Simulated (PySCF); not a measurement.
SiH4.
SMILES: `[SiH4]`

Linear response at PBE0/aug-cc-pVTZ (PySCF, frozen core in the response, non-relativistic). Isolated species at its PBE0-D3(BJ)/def2-TZVP geometry, gas phase.

Static isotropic polarisability: 32.17 au (4.77 Å³), principal values 32.2, 32.2, 32.2 au.

(1) What is the polarisability at 1064 nm and at the sodium D line?

(2) What is the isotropic C6 coefficient between two such molecules, C6 = (3/π)∫α(iω)² dω?

(3) Which effective excitation energy ω̄ makes London's formula C6 = (3/4)α²ω̄ exact here?

(4) How many electrons N does the Slater–Kirkwood formula C6 = (3/4)·√N·α^(3/2) need to give this C6?

(5) What n − 1 at the D line would an ideal gas of it have at 273.15 K and 1 atm (2.6868 × 10¹⁹ cm⁻³), by n − 1 = 2π·N·α′?

(6) The lowest 10 singlets have (eV, f): 8.76, 0.117; 8.77, 0.117; 8.77, 0.117; 8.96, 0.000; 8.97, 0.000; 8.97, 0.000; 9.12, 0.000; 9.13, 0.000; 9.40, 0.000; 9.72, 0.220. What share of the static polarisability do they carry in the sum over states α = Σ f/ω²?

(7) How anisotropic is the static polarisability, by Δα² = ½[(α1 − α2)² + (α2 − α3)² + (α3 − α1)²]?

Answers

(1) 32.50 au at 1064 nm (+1.0 %), 33.29 au at 589.3 nm (+3.5 %). The rise at 589.3 nm is 3.35 times that at 1064 nm; a pure ω² law gives 3.26. The lowest singlet lies at 142 nm, shorter than both wavelengths.

(2) 345.6 au (Eh·bohr⁶) by a ten-point quadrature over imaginary frequencies, which is 207 eV·Å⁶ or 19.9 J·nm⁶/mol.

(3) ω̄ = 4·C6/(3α²) = 0.445 Eh = 12.1 eV. A one-pole form α(ω) = α/(1 − ω²/ω̄²) fitted to the 1064 nm value gives 11.5 eV.

(4) N = (4·C6/3)²/α³ = 6.4; the species has 18 electrons in all.

(5) 8.33 × 10⁻⁴, a formal value whether or not that pressure can be reached.

(6) 5.11 au, 15.9 % of α; the largest term, 1.72 au, is that of the state at 9.72 eV. Their oscillator strengths add up to 0.57. Higher states carry the rest.

(7) Δα = 0.0 au, or 0.00 of the isotropic value.
